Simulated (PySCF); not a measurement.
# Electronic absorption of CF2

CF2 (singlet state).
SMILES: `F[C]F`

Computed, not measured: PySCF, TDDFT CAM-B3LYP/def2-SVPD, vertical, gas phase, core orbitals frozen in the response. Geometry: GFN2-xTB; no solvent, vibrations or thermal averaging.

Problem. List the vertical singlet excitations with oscillator strengths and describe the spectrum.

Solution. 

```tsv
state	λ (nm)	E (eV)	f	symmetry	main configurations (H = HOMO, L = LUMO)
S1	267.7	4.63	0.030	B1 or B2	H→L (99%)
S2	148.7	8.34	0.0000	–	H-1→L (100%)
S3	131.4	9.44	0.0069	A1	H→L+1 (97%)
S4	126.8	9.78	0.0073	B1 or B2	H→L+2 (47%), H-2→L (46%)
S5	117.5	10.55	0.210	B1 or B2	H→L+2 (49%), H-2→L (46%)
S6	116.7	10.62	0.252	A1	H→L+3 (93%)
S7	116.3	10.66	0.085	B1 or B2	H→L+4 (98%)
S8	112.3	11.04	0.019	B1 or B2	H-3→L (98%)
```

Triplets, Tamm–Dancoff:

| state | E (eV) | λ (nm) | main configurations (H = HOMO, L = LUMO) |
| --- | --- | --- | --- |
| T1 | 2.29 | 541.2 | H→L (98%) |
| T2 | 8.04 | 154.1 | H-1→L (99%) |
| T3 | 8.41 | 147.5 | H-2→L (99%) |

The lowest singlet lies at 4.63 eV (268 nm, ultraviolet) and is weak; its leading configuration is HOMO→LUMO (99%). The most intense listed level is S6 at 10.62 eV (117 nm, f = 0.252), 5.99 eV above S1. Löwdin shares by element: HOMO carbon 63%, fluorine 37%; LUMO carbon 63%, fluorine 37%. The oscillator strengths of these states sum to 0.610; summed over the whole spectrum of an exact calculation they would give the number of electrons, 24 (Thomas–Reiche–Kuhn). Weighted by f, the mean energy of these states is 10.30 eV. The listed states span 6.41 eV, and the widest gap between neighbours is 3.70 eV (S1 to S2). Symmetry labels in C2v follow from the direction of the transition dipole and are given only for states with f of 0.002 or more; B1 and B2 swap with the choice of axes. Only the lowest 8 singlets were computed, as vertical energies without vibronic structure.
